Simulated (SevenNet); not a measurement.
## Pyrite RuS₂

Calculation: the machine-learned potential SevenNet-l3i5 (trained on PBE and PBE+U data).

Cell: relaxed at this level.

| Property | Value |
|---|---|
| lattice constant a | 5.655 Å |
| equilibrium volume per atom | 15.07 Å³/atom |

Measured, for comparison: lattice constant a 5.61 Å, equilibrium volume per atom 14.71 Å³/atom (temperature not stated, no zero-point or thermal correction; as tabulated in Wikipedia's data pages). Computed (rounded) less measured: lattice constant a +0.8 %, equilibrium volume per atom +2.4 %.

A machine-learned potential is trained on density-functional data: it inherits that level's misses and adds fitting errors of its own.
